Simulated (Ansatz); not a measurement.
## How far each method lies from UCCSDTQ for H2B–B, quintet

Geometry: that of the H2B–B, triplet, kept fixed. The singlet lies 4.2 eV lower here.

```yaml
atoms:
  - { symbol: B, position_ang: [0.0000, 0.0000, 0.6756] }
  - { symbol: B, position_ang: [0.0000, 0.0000, -0.9095] }
  - { symbol: H, position_ang: [0.0000, 1.0479, 1.2540] }
  - { symbol: H, position_ang: [0.0000, -1.0479, 1.2540] }
```

Basis cc-pVDZ; Ansatz 0.2.0. Only valence electrons are correlated (noble-gas cores frozen), which leaves 8 electrons in 36 orbitals. Prefix R: restricted or restricted open-shell reference; prefix U: unrestricted. Active spaces: valence = (8e, 10o) chosen from the atoms' valence shells.

Full CI isn't at hand for all of this; UCCSDTQ serves as the reference, and is uncertain by about the last step of the cluster series. The frozen core follows each run's orbitals, which can shift R against U totals by a few meV.

For open shells CISD is restricted-active-space CI with the open shells as a complete middle space.

```
UHF ⟨S²⟩                          : 6.006
T1 diagnostic (RCCSD)             : 0.0364
largest doubles amplitude (RCCSD) : 0.062
T1 diagnostic (UCCSD)             : 0.0299
```

```csv
level,E − E(RHF) (eV)
UHF,-0.0596
RMP2,-2.6868
UMP2,-2.7018
RCCSD,-3.4782
UCCSD,-3.4810
RCCSD(T),-3.5644
UCCSD(T),-3.5656
```

Estimate how far UCCSDTQ in cc-pVDZ lies from RCCSD(T). The table doesn't fix it; the size of (T) and the diagnostics are the guide.

UCCSDTQ in cc-pVDZ lies 33 meV below RCCSD(T), which is 38 % of the (T) step (-86 meV). T1 is raised, and the rest is a large part of (T).

The other levels:

| level | E − E(UCCSDTQ) (meV) | share of correlation (%) | wall time |
| --- | --- | --- | --- |
| CISD | 235 | 93.46 | 3 s |
| BCCD(T) | 31 | 99.13 | 1.5 s |
| RCCSDT | 5 | 99.87 | – |
| UCCSDT | 4 | 99.89 | – |
| RCCSDT(Q) | 1 | 99.96 | 8 s |
| UCCSDT(Q) | 0 | 99.99 | 7 s |
| RCCSDTQ | 1 | 99.98 | 30 s (H100) |
| CASSCF (valence space) | 2253 | 37.36 | – |
| NEVPT2 (valence space) | 610 | 83.03 | 2.3 s |
| MRCISD (valence space) | 111 | 96.91 | – |
| MRCISD+Q (valence space) | 18 | 99.51 | 5 s |

The correlation energy at UCCSDTQ, counted from RHF, is -3.597 eV. That run took 22 s on 2 threads of AMD EPYC 7R13 with a shared H100 80 GB, shared host.

Times hold each run's SCF and search for its determinant on a shared host, so for small cases they say little of a method's own cost; rows without a card ran on 1 thread of AMD EPYC 7R13.

Natural occupations of CASSCF (valence space) about the gap: 1.970 1.968 1.010 0.999 0.999 0.990 0.020 0.018 0.016 0.010; effectively unpaired electrons, Σ n²(2−n)², 4.01.
